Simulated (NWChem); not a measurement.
**NO+ (nitrosonium): levels of theory compared**

We compute a comparison of 4 runs (PBE0/def2-SVP, SVWN5/aug-cc-pVTZ, MP2/aug-cc-pVTZ, CCSD(T)/aug-cc-pVTZ) of NO+ (nitrosonium). 

The calculation is run with NWChem 7.3.0.

## (1) The structure to begin with

NO+ has 2 atoms, charge +1, and is taken as a singlet. SMILES: `N#[O+]`. Geometry: the measured bond length.

Bond lengths: N1–O2 1.063 Å.

## (2) Energy and forces at PBE0/def2-SVP (run 1)

mol.nw

```
start mol
title "NO PBE0"
memory total 2200 mb
charge 1

geometry units angstroms noautosym nocenter noautoz
   N      0.000000     0.000000     0.000000
   O      0.000000     0.000000     1.063220
end

basis "ao basis" spherical bse
   * library def2-SVP
end

dft
   xc pbe0
   grid xfine
   convergence energy 1e-08
   maxiter 100
   mulliken
end

task dft gradient
```

On the command line:

```bash
$ nwchem mol.nw > mol.out
```

Log:

```text
[...]
          Wavefunction type:  closed shell.
          No. of atoms     :     2
          No. of electrons :    14
[...]
          Charge           :     1
          Spin multiplicity:     1
[...]
          AO basis - number of functions:    28
[...]
              XC Information
              --------------
                         PBE0 Method XC Functional
                     Hartree-Fock (Exact) Exchange  0.250
          PerdewBurkeErnzerhof Exchange Functional  0.750
            Perdew 1991 LDA Correlation Functional  1.000 local
           PerdewBurkeErnz. Correlation Functional  1.000 non-local
[...]
 d= 0,ls=0.0,diis     1   -129.2071935790 -1.57D+02  4.31D-02  1.09D+00     0.2
[...]
 d= 0,ls=0.0,diis     7   -129.2955247614 -2.36D-09  2.20D-07  1.73D-10     1.1
         Total DFT energy =     -129.295524761361
      One electron energy =     -224.799585059399
           Coulomb energy =       82.462112114403
    Exchange-Corr. energy =      -14.829918357611
 Nuclear repulsion energy =       27.871866541246
[...]
      Total Density - Mulliken Population Analysis
     ---------------------------------------------
    Atom       Charge   Shell Charges
 -----------   ------   -------------------------------------------------------
    1 N    7     6.41   1.99  1.26  0.59  1.99  0.50  0.07
    2 O    8     7.59   1.99  1.20  0.63  2.70  1.03  0.04
[...]
  wavefunction    = closed shell
                         DFT ENERGY GRADIENTS
    atom               coordinates                        gradient
                 x          y          z           x          y          z
   1 N       0.000000   0.000000   0.000000   -0.000000   0.000000  -0.011705
   2 O       0.000000   0.000000   2.009194    0.000000  -0.000000   0.011705
[...]
```

Run time: 1.9 s. Hardware: 1 thread of Intel Xeon Platinum 8375C at 2.90GHz (Ice Lake), shared host; peak memory 0.11 GiB.

## (3) Energy and forces at SVWN5/aug-cc-pVTZ (run 2)

calc.nw

```
echo
start calc
memory 2200 mb
charge 1

geometry units atomic noautosym nocenter noautoz
 N   0.00000000  0.00000000  0.00000000
 O   0.00000000  0.00000000  2.00919461
end

basis spherical bse
 N library aug-cc-pVTZ
 O library aug-cc-pVTZ
end

dft
 xc slater vwn_5
 grid fine
 convergence energy 1e-08
 iterations 100
 mulliken
end

task dft gradient
```

On the command line:

```bash
$ nwchem calc.nw > calc.out
```

Log:

```text
[...]
          Wavefunction type:  closed shell.
          No. of atoms     :     2
          No. of electrons :    14
[...]
          Charge           :     1
          Spin multiplicity:     1
[...]
          AO basis - number of functions:    92
[...]
              XC Information
              --------------
                        Slater Exchange Functional  1.000 local
                      VWN V Correlation Functional  1.000 local
[...]
 d= 0,ls=0.0,diis     1   -128.5075106992 -1.56D+02  1.22D-02  2.64D+00     0.9
[...]
 d= 0,ls=0.0,diis    10   -128.6222093977 -5.90D-10  2.27D-08  3.78D-11     6.7
         Total DFT energy =     -128.622209397715
      One electron energy =     -225.123686610656
           Coulomb energy =       82.610919877944
    Exchange-Corr. energy =      -13.981307202805
 Nuclear repulsion energy =       27.871864537801
[...]
      Total Density - Mulliken Population Analysis
     ---------------------------------------------
    Atom       Charge   Shell Charges
 -----------   ------   -------------------------------------------------------
    1 N    7     6.29   1.91  0.29  1.06  0.61  0.02  0.90  1.32  0.12 -0.01  0.03  0.06 -0.04  0.01  0.00
    2 O    8     7.71   1.91  0.29  1.07  0.60 -0.02  1.26  1.84  0.64 -0.00  0.01  0.05  0.04  0.00  0.01
[...]
  wavefunction    = closed shell
                         DFT ENERGY GRADIENTS
    atom               coordinates                        gradient
                 x          y          z           x          y          z
   1 N       0.000000   0.000000   0.000000    0.000000  -0.000000  -0.001972
   2 O       0.000000   0.000000   2.009195   -0.000000   0.000000   0.001972
[...]
```

It took 15 s on 1 thread of Intel Xeon Platinum 8375C at 2.90GHz (Ice Lake), shared host; peak memory 0.12 GiB.

## (4) Energy and forces at MP2/aug-cc-pVTZ (run 3)

a.xyz

```xyz
2
NO
N      0.000000     0.000000     0.000000
O      0.000000     0.000000     1.063220
```

run.py

```python
from ase.io import read
from ase.calculators.nwchem import NWChem

atoms = read('a.xyz')

calc = NWChem(
    label='a',
    theory='mp2',
    memory='2200 mb',
    basis='aug-cc-pVTZ',
    basispar='spherical bse',
    charge=1,
    scf={'nopen': '0', 'rhf': None, 'thresh': '1e-08', 'maxiter': '80'},
    mp2={'freeze': 'core 2', 'tight': None},
)
atoms.calc = calc

forces = atoms.get_forces()
e = atoms.get_potential_energy()
print(f"E = {e:.6f} eV")
print("forces (eV/A):")
for s, f in zip(atoms.symbols, forces):
    print(f"{s:2s} {f[0]:10.5f} {f[1]:10.5f} {f[2]:10.5f}")
```

On the command line:

```bash
$ export ASE_NWCHEM_COMMAND="nwchem PREFIX.nwi > PREFIX.nwo"
$ python run.py
```

Log:

```text
E = -3520.511019 eV
forces (eV/A):
N    -0.00000    0.00000   -2.61538
O     0.00000   -0.00000    2.61538
```

The calculator wrote a.nwi:

```
title "a"

permanent_dir a

scratch_dir a

start a

geometry units angstrom nocenter noautosym noautoz
  N  0.0000000000000000e+00 0.0000000000000000e+00 0.0000000000000000e+00
  O  0.0000000000000000e+00 0.0000000000000000e+00 1.0632200000000001e+00
end

charge 1

memory 2200 mb

basis spherical bse noprint
   * library aug-cc-pVTZ
end

scf
  nopen 0
  rhf
  thresh 1e-08
  maxiter 80
end
mp2
  freeze core 2
  tight
end

task mp2 gradient
```

a.nwo:

```text
Northwest Computational Chemistry Package (NWChem) 7.3.0
             --------------------------------------------------------

           Job information
           ---------------

    nwchem branch   = 7.3.0
    use scalapack   = T
    input           = a.nwi
    prefix          = a.
    data base       = a/a.db
    status          = startup
    nproc           =        1

           Memory information
           ------------------

    heap     =     72089596 doubles =      550.0 Mbytes
    stack    =     72089601 doubles =      550.0 Mbytes
    global   =    144179200 doubles =     1100.0 Mbytes (distinct from heap & stack)
    total    =    288358397 doubles =     2200.0 Mbytes
    verify   = yes
    hardfail = no

           Directory information
           ---------------------

  0 permanent = a
  0 scratch   = a

                                NWChem Input Module
                                -------------------

                                         a
                                         -

[... 21 lines left out ...]
            Nuclear Dipole moment (a.u.)
[... 59 lines left out ...]
 1-e energy   =    -216.239127
[... 7 lines left out ...]
         Quadratically convergent ROHF
[... 3 lines left out ...]
 Final Fock-matrix accuracy:          1.000E-10
[... 14 lines left out ...]
         Total SCF energy =   -128.966245703807
[... 1 line left out ...]
      Two-electron energy =     68.069187439928
[... 4 lines left out ...]
             Final eigenvalues
[... 341 lines left out ...]
 CPHF converged to   5.9D-07 in    8 iters
[... 11 lines left out ...]
 MP2 RHF      natural orbital occupation numbers
[... 74 lines left out ...]
   73    0.0000
   74    0.0000
   75    0.0000
   76    0.0000
   77    0.0000
   78    0.0000
   79    0.0000
   80    0.0000
   81    0.0000
   82    0.0000
   83    0.0000
   84    0.0000
   85    0.0000
   86    0.0000
   87    0.0000
   88    0.0000
   89   -0.0000
   90   -0.0000
   91   -0.0000
   92   -0.0000

  MP2 natural orbitals output to a/a.mp2nos

                         mp2 ENERGY GRADIENTS

    atom               coordinates                        gradient
                 x          y          z           x          y          z
   1 N       0.000000   0.000000   0.000000    0.000000  -0.000000   0.050861
   2 O       0.000000   0.000000   2.009194   -0.000000   0.000000  -0.050861

                 ----------------------------------------
                 |  Time  |  1-e(secs)   |  2-e(secs)   |
                 ----------------------------------------
                 |  CPU   |       0.01   |       7.28   |
                 ----------------------------------------
                 |  WALL  |       0.01   |       7.28   |
                 ----------------------------------------
 -----------------------
 Task  times  cpu:       34.8s     wall:       34.8s
 Total times  cpu:       34.8s     wall:       34.8s
```

Wall time 36 s (1 thread of Intel Xeon Platinum 8375C at 2.90GHz (Ice Lake), shared host); peak memory 0.2 GiB.

## (5) The energy at CCSD(T)/aug-cc-pVTZ (run 4)

mol.nw

```
START mol
TITLE "NO energy"
memory total 2200 mb
charge 1

GEOMETRY noautosym nocenter noautoz
  N        0.000000       0.000000       0.000000
  O        0.000000       0.000000       1.063220
END

BASIS spherical bse
  * library aug-cc-pVTZ
END

SCF
  singlet
  rhf
  thresh 1e-08
  maxiter 80
END

CCSD
  freeze core 2
  maxiter 60
END

TASK ccsd(t) energy
```

On the command line:

```bash
$ nwchem mol.nw > mol.out
```

Log:

```text
[...]
  functions       =    92
[...]
  wavefunction    = RHF
[...]
         Total SCF energy =   -128.966245703826
      One-electron energy =   -224.907299684567
      Two-electron energy =     68.069187439496
 Nuclear repulsion energy =     27.871866541246
        Time for solution =     11.8s
[...]
 Total MP2 energy:           -129.376394722911868
[...]
             energy      energy      error      ampl     ampl      Block
                                                time     time      time
[...]
 Total CCSD energy:           -129.369054230583799
[...]
 Total CCSD+T(CCSD) energy:           -129.390828229425836
[...]
 Total CCSD(T) energy:                -129.389140593540503
[...]
```

Run time: 85 s. Hardware: 1 thread of Intel Xeon Platinum 8375C at 2.90GHz (Ice Lake), shared host; peak memory 0.18 GiB.

## (6) All runs side by side

```csv
run,level,integration grid,iteration cap,energy (Eh),HOMO energy (eV),LUMO energy (eV),HOMO–LUMO gap (eV),wall time
1,PBE0/def2-SVP,xfine,100,-129.295525,-25.38,-13.26,12.12,1.9 s
2,SVWN5/aug-cc-pVTZ,fine,100,-128.622209,-23.19,-14.81,8.38,15 s
3,MP2/aug-cc-pVTZ,–,80,-129.376395,-30.99,-7.60,23.39,36 s
4,CCSD(T)/aug-cc-pVTZ,–,80,-129.389141,-30.99,-7.60,23.39,85 s
```

## (7) Summary of results

```
                                          quantity          value
                               run 4: total energy  -129.38914 Eh
        run 4: HOMO energy (Hartree–Fock orbitals)      -30.99 eV
        run 4: LUMO energy (Hartree–Fock orbitals)       -7.60 eV
      run 4: HOMO–LUMO gap (Hartree–Fock orbitals)       23.39 eV
run 4: correlation energy (2 core orbitals frozen)     -422.9 mEh
                             run 4: (T) correction     -20.09 mEh
```

Totals of different functionals can't be ranked against each other. All runs together took 2.3 min, the longest 85 s.
